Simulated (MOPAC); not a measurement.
MOPAC input (PM3):

```
PM3 1SCF UHF MS=0.5 GEO-OK AUX(PRECISION=9) THREADS=1
C3H8N

N     0.00050850 1    0.05505915 1    0.21829074 1
C     0.00176132 1    1.42665324 1    0.07760598 1
C     1.21886028 1   -0.65170039 1   -0.11593847 1
C    -1.22078552 1   -0.64895999 1   -0.11094661 1
H     0.93451484 1    1.93798604 1    0.26489020 1
H    -0.92906689 1    1.94007936 1    0.26870335 1
H     1.36171805 1   -0.73955939 1   -1.20323368 1
H     1.19291628 1   -1.65514888 1    0.31148623 1
H     2.07484105 1   -0.12021475 1    0.29928959 1
H    -1.36828861 1   -0.73649284 1   -1.19764770 1
H    -2.07386374 1   -0.11555460 1    0.30777843 1
H    -1.19534696 1   -1.65246620 1    0.31637296 1
```

Q: What heat of formation does the run end on, and which ionisation energy by Koopmans theorem?

A: 17.87 kcal/mol; 7.80 eV.
